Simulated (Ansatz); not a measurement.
Input file:

```yaml
crystal:
  periodic: [false, false, false]
  atoms:
    - {symbol: Ta, position_ang: [0.000000, 0.000000, 0.000000]}
    - {symbol: H, position_ang: [0.000000, 0.000000, 1.722200]}
basis:
  gaussian: {orbitals: def2-TZVPP}
total_charge: 1
magnetization: {spin_polarized: false, initial_magnetization: 1}
correlation: {method: fic_mrcisd_q, electrons: outside_noble_gas, active_space: {window: {electrons: 5, orbitals: 7}, shells: [{species: H, l: s, shell: 1}, {species: Ta, l: s, shell: 6}, {species: Ta, l: d, shell: 5}]}}
```

```sh
$ ansatz run in.yaml --threads 1 --pin off --events-out ev --progress --plain --max-ram 2393MiB
```

The program prints:

```
838 factors; integrals over basis functions are off by at most 9.4e-7 eV
mean field evaluation 1: about -1537.8812 eV, gradient 1.7e1 eV
mean field evaluation 2: about -1537.8814 eV, gradient 1.7e1 eV
mean field evaluation 4: about -1539.0504 eV, gradient 1.8e0 eV
mean field evaluation 8: about -1539.1620 eV, gradient 2.5e-1 eV
mean field evaluation 16: about -1539.1763 eV, gradient 7.2e-1 eV
mean field evaluation 32: about -1539.4775 eV, gradient 5.5e-3 eV
mean field evaluation 64: about -1539.1290 eV, gradient 5.3e0 eV
mean field evaluation 96: about -1539.4705 eV, gradient 1.6e0 eV
mean field evaluation 128: about -1538.9393 eV, gradient 9.6e-1 eV
mean field evaluation 160: about -1538.8554 eV, gradient 8.6e0 eV
mean field -1539.47745413 eV, -56.5747529440 hartree, gradient 3.9e-6 eV, S^2 0.750000; 17 other end points of the search recorded, 0 dependent functions left out
reference -1539.47745413 eV, -56.5747529440 hartree; 7, 6 occupied and 63, 64 virtual orbitals, 838 factors
state -1541.00665596 eV, -56.6309500747 hartree
contracted CI cycle   1: correlation 0.00000000 eV, 0.0000000000 hartree, residual 1.03e1 eV
contracted CI cycle   2: correlation -1.52510674 eV, -0.0560466388 hartree, residual 2.11e0 eV
contracted CI cycle   3: correlation -1.59312678 eV, -0.0585463293 hartree, residual 5.99e-1 eV
contracted CI cycle   4: correlation -1.60059792 eV, -0.0588208885 hartree, residual 2.50e-1 eV
contracted CI cycle   5: correlation -1.60171282 eV, -0.0588618603 hartree, residual 9.42e-2 eV
contracted CI cycle   6: correlation -1.60188123 eV, -0.0588680494 hartree, residual 3.74e-2 eV
contracted CI cycle   7: correlation -1.60190439 eV, -0.0588689006 hartree, residual 1.40e-2 eV
contracted CI cycle   8: correlation -1.60190789 eV, -0.0588690290 hartree, residual 5.82e-3 eV
contracted CI cycle   9: correlation -1.60190844 eV, -0.0588690493 hartree, residual 2.33e-3 eV
contracted CI cycle  10: correlation -1.60190852 eV, -0.0588690524 hartree, residual 7.94e-4 eV
state -1541.00665596 eV, -56.6309500747 hartree; corrected -1542.66817614 eV, -56.6920098152 hartree
Total energy: -1542.66817614 eV, -56.6920098152 hartree
Checks for a lower state left out: starts, orbital_swaps
```

Natural occupations: 1.9554 1.1263 0.7830 0.4429 0.4282 0.2229 0.0412.

Ran on 1 thread of Arm Neoverse V1, shared host: 7.5 s wall, 0.21 GiB peak host memory.
